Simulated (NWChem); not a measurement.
# hydrazine (N2H4); SMILES NN

All runs: NWChem. Geometry: optimised at PBE0/def2-SVP. Total energies compare along this basis series because the functional is fixed.

```tsv
level	basis functions	energy (Ha)	highest occupied level (eV)	orbital gap (eV)	dipole (D)
B3LYP/STO-3G	14	-110.3665	-3.87	13.45	2.08
B3LYP/def2-SVP	48	-111.7776	-6.44	7.89	1.99
B3LYP/def2-SVPD	72	-111.7993	-7.00	7.53	1.90
B3LYP/def2-TZVP	86	-111.9180	-6.88	7.50	2.01
B3LYP/def2-TZVPD	110	-111.9207	-6.99	7.00	1.88
B3LYP/def2-TZVPP	118	-111.9218	-6.88	7.49	1.93
B3LYP/def2-QZVP	234	-111.9303	-6.98	7.27	1.90
```
